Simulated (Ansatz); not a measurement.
The inner images of a band of CH5B + ClH (9 atoms, charge 0, multiplicity 1) are given out of order.

Theory: Ansatz, RKS B3LYP-D4/6-31G*.

Initial state:

```xyz
9
Properties=species:S:1:pos:R:3
B 0.022 0.147 0.278
C 0.058 0.374 1.829
H -0.875 0.137 2.353
H 0.903 -0.101 2.342
H 0.206 1.462 1.955
H 1.038 0.018 -0.342
H -1.001 0.261 -0.333
Cl -0.315 -2.742 0.399
H -0.471 -2.743 1.680
```

Final state:

```xyz
9
Properties=species:S:1:pos:R:3
B -0.075 -0.624 -0.735
C -0.013 -0.012 2.622
H -0.889 0.285 3.204
H 0.877 0.007 3.256
H 0.122 0.688 1.791
H 1.030 -0.185 -0.755
H -1.056 0.047 -0.745
Cl -0.268 -2.367 -0.716
H -0.161 -1.025 2.237
```

Task: Put them in order from the first end to the last, with their energies above the first end.
A.
```xyz
9
Properties=species:S:1:pos:R:3
B -0.021 -0.260 0.266
C -0.010 0.053 1.934
H -0.947 -0.037 2.491
H 0.830 -0.296 2.542
H 0.156 1.126 1.756
H 1.057 -0.164 -0.220
H -1.024 0.109 -0.248
Cl -0.309 -2.448 0.337
H -0.167 -1.271 1.302
```
B.
```xyz
9
Properties=species:S:1:pos:R:3
B 0.011 0.049 0.297
C 0.026 0.239 1.858
H -0.916 0.045 2.386
H 0.860 -0.217 2.405
H 0.188 1.330 1.938
H 1.036 -0.096 -0.298
H -1.007 0.193 -0.311
Cl -0.380 -2.793 0.461
H -0.251 -1.936 1.423
```
C.
```xyz
9
Properties=species:S:1:pos:R:3
B -0.078 -0.637 -0.533
C -0.008 0.003 2.472
H -0.925 0.118 3.055
H 0.853 -0.094 3.138
H 0.126 0.875 1.827
H 1.033 -0.218 -0.513
H -1.047 0.050 -0.510
Cl -0.300 -2.377 -0.647
H -0.087 -0.906 1.870
```
D.
```xyz
9
Properties=species:S:1:pos:R:3
B -0.043 -0.501 0.031
C -0.027 -0.017 2.099
H -0.976 -0.064 2.629
H 0.830 -0.316 2.697
H 0.131 0.994 1.719
H 1.062 -0.126 -0.201
H -1.009 0.137 -0.238
Cl -0.279 -2.363 -0.014
H -0.123 -0.931 1.439
```
E.
```xyz
9
Properties=species:S:1:pos:R:3
B -0.068 -0.602 -0.282
C -0.015 -0.010 2.294
H -0.943 0.011 2.865
H 0.850 -0.225 2.921
H 0.127 0.938 1.771
H 1.039 -0.172 -0.323
H -1.036 0.086 -0.327
Cl -0.286 -2.362 -0.360
H -0.101 -0.851 1.600
```

Result: B (+0.09 eV), A (+0.73 eV), D (-0.36 eV), E (-0.98 eV), C (-1.16 eV).

Run time: 2.8 min on 1 thread of Arm Neoverse V1, on a shared host, peak memory 0.12 GiB.
